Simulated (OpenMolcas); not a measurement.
# singlet [SiN2H5]+ at 6 levels

Aim: a comparison of 6 runs (HF/3-21G, HF/def2-SVPD, B2PLYP/def2-SVPD, PBE/def2-SVPD, PBE0/def2-SVPD, TPSS/def2-SVPD) of singlet [SiN2H5]+. 

Program for the calculation: OpenMolcas 26.06.

1 further run of the same task is left out (set aside as unsound or not needed).

**1. Starting point**

[SiN2H5]+ has 8 atoms, charge +1, and is taken as a singlet. SMILES of the parent species: `N[SiH]N`. Geometry: relaxed at PBE0-D4/def2-TZVP. This is one conformer, not always the lowest. That shape belongs to the parent species and isn't relaxed for this state.

Bond lengths: N1–Si2 1.713 Å, Si2–N3 1.720 Å, N1–H4 1.008 Å, N1–H5 1.005 Å, Si2–H6 1.504 Å, N3–H7 1.008 Å, N3–H8 1.008 Å. Angles: N1–Si2–N3 106.1°, N1–Si2–H6 117.2°, N3–Si2–H6 103.6°, Si2–N1–H4 122.2°, Si2–N1–H5 121.8°, Si2–N3–H7 120.2°, Si2–N3–H8 119.6°, H4–N1–H5 112.8°, H7–N3–H8 111.5°.

**2. The energy at HF/3-21G (run 1)**

Contents of input.xyz:

```xyz
8

N     -1.027000     0.622100    -0.768300
Si     0.527700     0.579900    -0.050700
N      0.789500    -1.052600     0.425100
H     -1.817900     0.144500    -0.364600
H     -1.296600     1.349400    -1.406800
H      0.716400     1.354100     1.225100
H      0.730800    -1.794000    -0.255200
H      1.468900    -1.260500     1.139500
```

Contents of job.input:

```
&gateway
  baslib
  $CurrDir
  coord
  input.xyz
  basis
  3-21G
  group
  NoSym

&seward

&scf
  charge
  1
  thresholds
  1e-10 1e-07 1e-07 1e-05
  prorbitals
  0
```

The basis set 3-21G is read from a file made from the Basis Set Exchange's data (not shown).

The run is started by

```bash
$ export MOLCAS_MEM=1860
$ pymolcas job.input > job.log
```

What it wrote:

```text
--- Start Module: gateway ---
[...]
--- Stop Module: gateway /rc=_RC_ALL_IS_WELL_ ---
--- Start Module: seward ---
[...]
      Basis functions           41
--- Stop Module: seward /rc=_RC_ALL_IS_WELL_ ---
[...]
--- Start Module: scf ---
[...]
       Convergence after  16 Iterations
[...]
::    Total SCF energy                               -398.3515397861
[...]
      Total spin, S                                     0.0000000000
[...]
      Total electronic charge=   32.000000
      Total            charge=    1.000000
[...]
      Dipole Moment (debye):
      Origin of the operator (angstrom)=    0.1842    0.1637   -0.0964
                   X=  1.9811E+00               Y=  1.0248E+00               Z= -5.6430E-01           Total=  2.3008E+00
      Center of Charge (angstrom)
[...]
--- Stop Module: scf /rc=_RC_ALL_IS_WELL_ ---
[...]
```

Run time: 2.6 s. Hardware: 1 thread of AMD EPYC 7R43 (Zen 3), shared host; peak memory 0.37 GiB.

**3. A single-point energy at HF/def2-SVPD (run 2)**

Contents of mol.inp:

```
* H5N2Si Hartree-Fock
>>> EXPORT MOLCAS_PRINT=2
&GATEWAY
BASLIB=$CurrDir
COORD
8
angstrom
N       -1.027000       0.622100      -0.768300
Si       0.527700       0.579900      -0.050700
N        0.789500      -1.052600       0.425100
H       -1.817900       0.144500      -0.364600
H       -1.296600       1.349400      -1.406800
H        0.716400       1.354100       1.225100
H        0.730800      -1.794000      -0.255200
H        1.468900      -1.260500       1.139500
BASIS=def2-SVPD
GROUP=NoSym
&SEWARD
&SCF
CHARGE=1
THRESHOLDS=1e-10 1e-07 1e-07 1e-05
PRORBITALS=1 1
```

The basis set def2-SVPD is read from a file made from the Basis Set Exchange's data (not shown).

The run is started by

```bash
$ export MOLCAS_MEM=1860
$ pymolcas mol.inp > mol.log
```

What it wrote:

```text
--- Start Module: gateway ---
[...]
--- Stop Module: gateway /rc=_RC_ALL_IS_WELL_ ---
--- Start Module: seward ---
[...]
      Basis functions          104
--- Stop Module: seward /rc=_RC_ALL_IS_WELL_ ---
[...]
--- Start Module: scf ---
[...]
       Convergence after  18 Iterations
[...]
::    Total SCF energy                               -400.3300593723
[...]
      Total spin, S                                     0.0000000000
[...]
      Total electronic charge=   32.000000
      Total            charge=    1.000000
[...]
      Dipole Moment (debye):
      Origin of the operator (angstrom)=    0.1842    0.1637   -0.0964
                   X=  1.5774E+00               Y=  9.9917E-01               Z= -5.4925E-01           Total=  1.9463E+00
      Center of Charge (angstrom)
[...]
--- Stop Module: scf /rc=_RC_ALL_IS_WELL_ ---
[...]
```

Wall time 25 s (1 thread of AMD EPYC 7R43 (Zen 3), shared host); peak memory 0.59 GiB.

**4. The energy at B2PLYP/def2-SVPD (run 3)**

Contents of mol.xyz:

```xyz
8

N     -1.027000     0.622100    -0.768300
Si     0.527700     0.579900    -0.050700
N      0.789500    -1.052600     0.425100
H     -1.817900     0.144500    -0.364600
H     -1.296600     1.349400    -1.406800
H      0.716400     1.354100     1.225100
H      0.730800    -1.794000    -0.255200
H      1.468900    -1.260500     1.139500
```

Contents of calc.inp:

```
&GATEWAY
  BasLib=$CurrDir
  Coord=mol.xyz
  Basis=def2-SVPD
  Group=NoSym

&SEWARD
  GridInput
  Grid=UltraFine
  End of Grid

&SCF
  Charge=1
  KSDFT=B2PLYP_SCF
  Thresholds=1e-10 1e-07 1e-07 1e-05
  PrOrbitals=1 2

&MBPT2
  Frozen=7
```

The basis set def2-SVPD is read from a file made from the Basis Set Exchange's data (not shown).

The run is started by

```bash
$ export MOLCAS_MEM=1860
$ pymolcas calc.inp > calc.log
```

What it wrote:

```text
--- Start Module: gateway ---
[...]
--- Stop Module: gateway /rc=_RC_ALL_IS_WELL_ ---
[...]
      Basis functions          104
[...]
--- Start Module: scf ---
[...]
       Convergence after  18 Iterations
[...]
::    Total KS-DFT energy                            -401.1933031656
[...]
      Total spin, S                                     0.0000000000
[...]
      Total electronic charge=   32.000000
      Total            charge=    1.000000
[...]
      Dipole Moment (debye):
      Origin of the operator (angstrom)=    0.1842    0.1637   -0.0964
                   X=  1.3431E+00               Y=  6.8998E-01               Z= -3.5774E-01           Total=  1.5518E+00
      Center of Charge (angstrom)
[...]
--- Stop Module: scf /rc=_RC_ALL_IS_WELL_ ---
[...]
--- Start Module: mbpt2 ---
[...]
 ###    WARNING: MP2 implementation intended for RHF references only         ###
 ###############################################################################
MBPT2 WARNING: Reference function according to RunFile:KS-DFT
I'll assume you know what you're doing and continue
WARNING!
Default frozen orbitals as non valence orbitals is overwritten by user input.
Default values:   4
[...]
       Reference weight ( Cref**2 )         =        0.79237
::    Total MBPT2 energy                             -401.7598573512
[...]
      Total MBPT2 calculations                           0.51      0.60
--- Stop Module: mbpt2 /rc=_RC_ALL_IS_WELL_ ---
[...]
```

Run time: 51 s. Hardware: 1 thread of AMD EPYC 7R43 (Zen 3), shared host; peak memory 0.59 GiB.

Runs 4 to 5 aren't shown in full; the table further down has their settings and results.

**5. The energy at TPSS/def2-SVPD (run 6)**

input.xyz is that of step 2.

Contents of test.inp:

```
* H5N2Si Kohn-Sham DFT
>>> EXPORT MOLCAS_PRINT=2

&GATEWAY
 BasLib=$CurrDir
 Coord=input.xyz
 Basis=def2-SVPD
 Group=NoSym

&SEWARD
 GridInput
 Grid=UltraFine
 End of Grid

&SCF
 Charge=1
 KSDFT=2
 1.0 MGGA_X_TPSS
 1.0 MGGA_C_TPSS
 Thresholds=1e-10 1e-07 1e-07 1e-05
 PrOrbitals=0
```

The basis set def2-SVPD is read from a file made from the Basis Set Exchange's data (not shown).

The run is started by

```bash
$ export MOLCAS_MEM=1860
$ pymolcas test.inp > test.log
```

What it wrote:

```text
--- Start Module: gateway ---
[...]
--- Stop Module: gateway /rc=_RC_ALL_IS_WELL_ ---
--- Start Module: seward ---
[...]
      Basis functions          104
--- Stop Module: seward /rc=_RC_ALL_IS_WELL_ ---
[...]
--- Start Module: scf ---
[...]
       Convergence after  21 Iterations
[...]
::    Total KS-DFT energy                            -401.6190552527
[...]
      Total spin, S                                     0.0000000000
[...]
      Total electronic charge=   32.000000
      Total            charge=    1.000000
[...]
      Dipole Moment (debye):
      Origin of the operator (angstrom)=    0.1842    0.1637   -0.0964
                   X=  9.4102E-01               Y=  2.4276E-01               Z= -2.0103E-01           Total=  9.9240E-01
      Center of Charge (angstrom)
[...]
--- Stop Module: scf /rc=_RC_ALL_IS_WELL_ ---
[...]
```

It took 74 s on 1 thread of AMD EPYC 7R43 (Zen 3), shared host; peak memory 0.59 GiB.

**6. Overview of the runs**

```tsv
run	level	frozen core orbitals	integration grid	energy (Eh)	HOMO energy (eV)	LUMO energy (eV)	HOMO–LUMO gap (eV)	wall time
1	HF/3-21G	–	–	-398.351540	-16.41	-6.14	10.27	2.6 s
2	HF/def2-SVPD	–	–	-400.330059	-16.91	-6.22	10.69	25 s
3	B2PLYP/def2-SVPD	7	UltraFine	-401.346273	-14.78	-8.24	6.54	51 s
4	PBE/def2-SVPD	–	UltraFine	-401.298201	-12.21	-10.14	2.07	96 s
5	PBE0/def2-SVPD	–	UltraFine	-401.327230	-13.56	-9.38	4.18	42 s
6	TPSS/def2-SVPD	–	UltraFine	-401.619055	-12.25	-10.07	2.18	74 s
```

**7. Outcome**

| quantity | value |
| --- | --- |
| run 6: total energy | -401.61906 Eh |
| run 6: HOMO energy | -12.25 eV |
| run 6: LUMO energy | -10.07 eV |
| run 6: HOMO–LUMO gap | 2.18 eV |

**Reading.** The HOMO–LUMO gap runs from 2.07 eV (PBE/def2-SVPD) to 10.69 eV (HF/def2-SVPD). Exact exchange widens orbital gaps. For B2PLYP the log adds the whole second-order term; the table takes 0.27 of it, as the functional is defined. Totals of different functionals can't be ranked against each other. All runs together took 4.8 min, the longest 96 s.
